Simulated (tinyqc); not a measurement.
Inside a calculation. Method: UHF in the sto-3g basis, for H2O+, spin multiplicity 2. One step of it, computed by the program tinyqc.

Task: Iteration 2: DIIS coefficients. Solve [B -1; -1 0][c; lambda] = [0; -1] for the coefficients, which sum to one.

B (overlaps of the stored error matrices):
```
                1               2
1   4.6099766e-01  -6.2403037e-03
2  -6.2403037e-03   3.6722796e-02
```

Give: DIIS coefficients.

Result:

DIIS coefficients: 0.084  0.916
